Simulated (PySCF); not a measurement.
# One shape, several levels: O3 (ozone)

We compute a comparison of 6 runs (HF/3-21G, HF/aug-cc-pVDZ, B3LYP/6-31G*, PBE0/def2-SVP, SVWN5/def2-SVP, CCSD(T)/aug-cc-pVDZ) of O3 (ozone). Input form: a Python script.

The calculation is run with PySCF 2.14.0.

### 1 The system as given

O3: 3 atoms, total charge 0, spin state singlet. As SMILES, `O=[O+][O-]`. The coordinates come from a PBE0-D4/def2-TZVP relaxation.

Bond lengths: O1–O2 1.238 Å, O2–O3 1.238 Å. Angles: O1–O2–O3 118.4°.

### 2 Energy and forces at HF/3-21G (run 1)

run.py reads:

```python
from pyscf import gto

system = gto.M(
    atom='O 0.848700 -0.535900 0.409500; O -0.228900 -0.317600 -0.159400; O -0.619800 0.853500 -0.250100',
    basis='3-21g',
    max_memory=1860,
    charge=0,
    verbose=4,
)

hf = system.RHF()
hf.conv_tol = 1e-10
hf.kernel()
if not hf.converged:
    hf = hf.newton().run(hf.mo_coeff, hf.mo_occ)

e_final = hf.e_tot
print('E(%s) = %.9f' % ('HF', e_final))
grad = hf.nuc_grad_method().kernel()
hf.analyze()
```

Launch:

```sh
$ OMP_NUM_THREADS=1 python run.py
```

Standard output:

```text
PySCF version 2.14.0

[... 73 lines left out ...]
One-electron Energy =                 -446.544285988543947
[... 7 lines left out ...]
MO #3   energy= -20.6024347846027  occ= 2
[... 5 lines left out ...]
MO #9   energy= -0.78386799838369  occ= 2
[... 5 lines left out ...]
MO #15  energy= 0.463674134469817  occ= 0
[... 5 lines left out ...]
MO #21  energy= 1.77845575302641   occ= 0
[... 5 lines left out ...]
MO #27  energy= 3.23914488029244   occ= 0
[... 33 lines left out ...]
Dipole moment(X, Y, Z, Debye): -0.32149, -0.44600, -0.22387
```

It took 1.1 s on 1 thread of Intel Xeon at 2.70GHz, shared host; peak memory 0.12 GiB.

### 3 Energy and forces at HF/aug-cc-pVDZ (run 2)

start.xyz reads:

```xyz
3
O3
O      0.848700    -0.535900     0.409500
O     -0.228900    -0.317600    -0.159400
O     -0.619800     0.853500    -0.250100
```

run.py reads:

```python
from pyscf import gto

mol = gto.Mole()
mol.atom = 'start.xyz'
mol.spin = 0
mol.verbose = 3
mol.basis = 'aug-cc-pvdz'
mol.max_memory = 1860
mol.build()

myscf = mol.RHF()
myscf.conv_tol = 1e-10
myscf.kernel()
if not myscf.converged:
    myscf = myscf.newton().run(myscf.mo_coeff, myscf.mo_occ)

energy = myscf.e_tot
print('E(%s) = %.9f' % ('HF', energy))
grad = myscf.nuc_grad_method().kernel()
myscf.analyze()
```

Launch:

```sh
$ OMP_NUM_THREADS=1 python run.py
```

Standard output:

```text
converged SCF energy = -224.300929376441
[... 16 lines left out ...]
MO #9   energy= -0.807521185109874 occ= 2
[... 11 lines left out ...]
MO #21  energy= 0.247349525906216  occ= 0
[... 11 lines left out ...]
MO #33  energy= 1.04750398156922   occ= 0
[... 11 lines left out ...]
MO #45  energy= 1.44203903074903   occ= 0
[... 11 lines left out ...]
MO #57  energy= 3.3304771148823    occ= 0
[... 11 lines left out ...]
MO #69  energy= 4.39547933264028   occ= 0
[... 4 lines left out ...]
Dipole moment(X, Y, Z, Debye): -0.42800, -0.59375, -0.29804
```

Run time: 4.8 s. Hardware: 1 thread of Intel Xeon at 2.70GHz, shared host; peak memory 0.14 GiB.

Runs 3 to 5 aren't shown in full; the table further down has their settings and results.

### 4 A single-point energy at CCSD(T)/aug-cc-pVDZ (run 6)

calc.py reads:

```python
from pyscf import gto, cc

mol = gto.Mole()
mol.atom = 'O 0.848700 -0.535900 0.409500; O -0.228900 -0.317600 -0.159400; O -0.619800 0.853500 -0.250100'
mol.basis = 'aug-cc-pvdz'
mol.verbose = 3
mol.max_memory = 1860
mol.build()

mf = mol.RHF()
mf.conv_tol = 1e-10
mf.kernel()
if not mf.converged:
    mf = mf.newton().run(mf.mo_coeff, mf.mo_occ)

mycc = cc.CCSD(mf, frozen=3)
mycc.kernel()
e_t = mycc.ccsd_t()
e_tot = mycc.e_tot + e_t
print('E(%s) = %.9f' % ('CCSD(T)', e_tot))
dip = mf.dip_moment()
pop, q = mf.mulliken_pop()
```

Launch:

```sh
$ OMP_NUM_THREADS=1 python calc.py
```

Standard output:

```text
converged SCF energy = -224.300929376441
[... 3 lines left out ...]
Dipole moment(X, Y, Z, Debye): -0.42800, -0.59375, -0.29804
[... 73 lines left out ...]
charge of    2O =     -0.18924
```

Wall time 14 s (1 thread of Intel Xeon at 2.70GHz, shared host); peak memory 0.26 GiB.

### 5 The series

```csv
run,level,integration grid,task,energy (Eh),dipole moment (D) of the reference,HOMO energy (eV),LUMO energy (eV),wall time
1,HF/3-21G,–,gradient,-222.978448,0.59,-13.00,-0.67,1.1 s
2,HF/aug-cc-pVDZ,–,gradient,-224.300929,0.79,-13.44,-0.91,4.8 s
3,B3LYP/6-31G* (spherical functions),5,gradient,-225.399589,0.63,-8.97,-4.73,7.2 s
4,PBE0/def2-SVP,5,gradient,-224.998377,0.65,-9.47,-4.69,7.8 s
5,SVWN5/def2-SVP,5,gradient,-223.679215,0.60,-7.52,-5.77,6 s
6,CCSD(T)/aug-cc-pVDZ,–,energy,-224.965268,0.79,-13.44,-0.91,14 s
```

### 6 Summary of results

| quantity | value |
| --- | --- |
| run 6: total energy | -224.96527 Eh |
| run 6: dipole moment (Hartree–Fock density) | 0.79 D |
| run 6: HOMO energy (Hartree–Fock orbitals) | -13.44 eV |
| run 6: LUMO energy (Hartree–Fock orbitals) | -0.91 eV |
| run 6: HOMO–LUMO gap (Hartree–Fock orbitals) | 12.53 eV |
| run 6: correlation energy (3 core orbitals frozen) | -664.3 mEh |
| run 6: (T) correction | -34.40 mEh |
| run 6: T1 diagnostic | 0.026 |

What this shows: Over runs 1, 2, 3, 4, 5 the dipole moment (its size) runs from 0.59 D (HF/3-21G) to 0.79 D (HF/aug-cc-pVDZ). Over runs 1, 2, 3, 4, 5 the HOMO–LUMO gap runs from 1.75 eV (SVWN5/def2-SVP) to 12.53 eV (HF/aug-cc-pVDZ). The two ends differ in method and basis. Totals of different functionals can't be ranked against each other. All runs together took 41 s, the longest 14 s.
